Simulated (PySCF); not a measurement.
Gas-phase reaction: 3 BF ⇌ BF3 + 2 B

Computed with PySCF (xtb for GFN2) and rigid-rotor harmonic-oscillator thermochemistry at 1 bar. 'Table' is the NASA 1993 thermochemical table (part measured, part estimated). † marks an energy on the PBE0/def2-TZVP geometry and frequencies; other levels use their own. CCSD(T) freezes the core. 6-31G* has spherical d functions here. Open shells (unrestricted): B (multiplicity 2, electronic degeneracy 6); the rest are closed-shell singlets. GFN2 has no spin-polarisation term. Spin-orbit splitting is ignored; it lowers the true energy and changes the entropy of B. CCSD(T) isn't extrapolated to the basis-set limit; its ΔH°(298 K) is 305.4 kJ in def2-SVP and 315.9 kJ in def2-TZVPP. The harmonic model lacks anharmonicity and excited electronic states, which grow with temperature; levels with a mode under 35 cm⁻¹ are left out. The table's entry may be an old estimate for BF (not checked at source).

```tsv
level	ΔH°(298 K), kJ	minus table	ΔG°(1400 K), kJ
table	332.0	-	379.1
BLYP/def2-TZVP†	341.5	9.5	387.2
CCSD(T)/def2-SVP†	305.4	-26.6	351.1
CCSD(T)/def2-TZVPP†	315.9	-16.1	361.6
GFN2-xTB	561.7	229.7	598.3
HF/6-31G*	187.1	-144.9	235.5
HF/def2-TZVP†	210.3	-121.7	256.0
PBE0/def2-TZVP	305.9	-26.1	351.6
```
